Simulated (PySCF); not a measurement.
**Ionisation energy of Ne by level of theory**

Ne [Ne] (1S) → Ne⁺ [He] 2s2 2p5 (2P), as a difference of total energies. All numbers are calculated (PySCF 2.14, the non-relativistic Hamiltonian (point nucleus), in def2-SVP). Correlated levels: valence: 1s2 frozen. The calculations carry no spin-orbit coupling.

```
           method  ionisation energy (eV)
              UHF                  19.813
             PBE0                  21.293
             TPSS                  21.203
    MP2 (valence)                  21.269
SCS-MP2 (valence)                  21.142
   CCSD (valence)                  21.082
CCSD(T) (valence)                  21.081
```

Problem. How much does correlation contribute at CCSD(T) (valence)?

Solution. 21.081 − (19.813) = 1.268 eV, measured against UHF.

Errors of the correlated levels include the incompleteness of this basis and the frozen core.

For comparison: 21.597 eV (measured; NIST levels, between the centres of gravity of the two terms).
